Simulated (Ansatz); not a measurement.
# HNOP: the cost of one run

Method: def2-QZVPP, core rule «outside noble gas», up to 7 orbitals frozen; program: Ansatz 0.2.0, Gaussian basis.

Plan: UHF; ROHF; CCSD(T) on UHF.

2 further runs of the same task are left out: 2 set aside as unsound or not needed.

## Step 1: The system

The geometry is a PBE0/def2-TZVP stationary point (not a proven minimum) of the parent state, kept for this charge and spin.

4 atoms, charge 1, spin multiplicity 3.

Atoms are counted from 1 here; the program's logs count them from 0.

Bond lengths: N1–P2 1.551 Å, N1–H4 1.015 Å, P2–O3 1.467 Å. Angles: P2–N1–H4 117.5°, N1–P2–O3 126.9°.

## Step 2: UHF

File in.yaml:

```yaml
crystal:
  periodic: [false, false, false]
  atoms:
    - {symbol: N, position_ang: [0.000000, -0.385084, 1.371493]}
    - {symbol: P, position_ang: [0.000000, 0.327392, -0.005904]}
    - {symbol: O, position_ang: [0.000000, -0.309237, -1.327958]}
    - {symbol: H, position_ang: [0.000000, 0.199224, 2.201813]}
basis:
  gaussian: {orbitals: "def2-QZVPP.json"}
total_charge: 1
magnetization: {spin_polarized: true, initial_magnetization: 2}
hamiltonian: {xc: hf}
output: {orbitals: {seedname: orbitals}}
```

On the command line:

```bash
> ansatz run in.yaml --threads 1 --pin off --events-out ev --progress --plain --max-ram 2393MiB
```

Q: Estimate wall time and peak memory on 1 thread of Arm Neoverse V2, shared host.

About 51 s, with a peak of 0.51 GiB.
